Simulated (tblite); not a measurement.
Species: 1-cyano propargyl radical, C₄H₂N (doublet state).
SMILES: `N#C[CH]C#C`

Level: GFN2-xTB in tblite, geometry and Hessian alike; calculated harmonic values, unscaled, isolated species. Errors from tens to a few hundred cm⁻¹ against measured bands are possible. Open shells enter through the occupations alone, without spin polarisation, and single modes of such species can be off by tens of per cent.

Harmonic wavenumbers (cm⁻¹): 127.1, 320.8, 323.6, 364.1, 543.3, 546.0, 638.9, 652.9, 985.8, 1095.9, 1320.1, 2126.7, 2274.1, 3058.3, 3390.6.

A = 28628, B = 2894, C = 2628 MHz; mass 64.019 u (most abundant isotopes); point group Cs, symmetry number 1; spin multiplicity 2.

Task: What is the zero-point energy?

Result: Half the sum of the wavenumbers: 8884 cm⁻¹ = 106.28 kJ/mol.

Task: Give the ideal-gas entropy at 350 K and 1 bar in the rigid-rotor, harmonic-oscillator model (classical rotation).

Result: Translation 164.06, rotation 105.78, vibration 45.00, spin (R ln 2) 5.76: S = 320.6 J/(mol K).

Task: And Cp and H(350 K) − H(0)?

Result: Cp = 88.99 J/(mol K), of which vibrations give 55.73 (their classical limit is 15 R = 124.7); H(350 K) − H(0) = 21.06 kJ/mol without the zero-point energy, 9.42 from vibrations.

Task: How do the functions run with temperature in this model?

Result: 
```
 T (K)  S (J/(mol K))  Cp (J/(mol K))  H − H(0) (kJ/mol)  G − H(0) (kJ/mol)  ln q(vib)
   150          259.8            55.7               6.23             -32.74       0.49
   250          293.0            75.1              12.82             -60.43       1.27
298.15          306.9            82.4              16.61             -74.88       1.70
   400          332.8            94.4              25.65            -107.49       2.64
   600          374.3           110.1              46.22            -178.39       4.45
   900          422.0           124.9              81.64            -298.17       6.92
```

q(vib) and H(0) count from the zero-point level.

Task: Blend soft modes into free rotors: weight 1/[1 + (100 cm⁻¹/ν̃)⁴] for the oscillator and the rest for a rotor with moment μB/(μ + B), μ = h/(8π²ν), B = 10⁻⁴⁴ kg m². What vibrational entropy results?

Result: 44.43 J/(mol K) in place of 45.00, which changes −T·S at 350 K by +0.20 kJ/mol.

Task: Which modes carry the vibrational entropy at 350 K?

Result: 127.1 cm⁻¹: 13.81; 320.8 cm⁻¹: 6.59; 323.6 cm⁻¹: 6.53; 364.1 cm⁻¹: 5.70; 543.3 cm⁻¹: 3.17; 546.0 cm⁻¹: 3.14 J/(mol K); the other 9 give 6.06 together.

Task: What must be added to the electronic energy to get the Gibbs energy at 350 K and 1 bar?

Result: ZPE + [H(350 K) − H(0)] − T·S = 106.28 + 21.06 − 112.21 = 15.13 kJ/mol.

Hindered rotation and anharmonicity are outside this model.
